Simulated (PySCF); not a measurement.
Zinc-blende AlN (metastable phase): correlation energy from several methods in one and the same small orbital space (PySCF; 2 atoms at the zone centre, 8 electrons in 21 orbitals, empty ones MP2 natural orbitals of a TZ basis, lattice constant set to 4.38 Å). It tests the methods against each other and lies far from the crystal's limit.

| method | E_corr (eV per atom) | share of full CI (%) | error (meV) |
|---|---|---|---|
| MP2 | -2.4008 | 82.8 | 498 |
| CCSD | -2.8409 | 98.0 | 58 |
| CCSD(T) | -2.8832 | 99.5 | 16 |
| CCSDT | -2.8895 | 99.7 | 10 |
| CCSDT(Q) | -2.8977 | 100.0 | 1 |
| full CI | -2.8990 | 100.0 | 0 |

The Hartree–Fock determinant has a weight of 0.90 in the full CI state.

MP2, (T) and (Q) use filled levels shifted down by the Madelung term, which in so small a cell is a large part of the gap, so these rows hang on it.
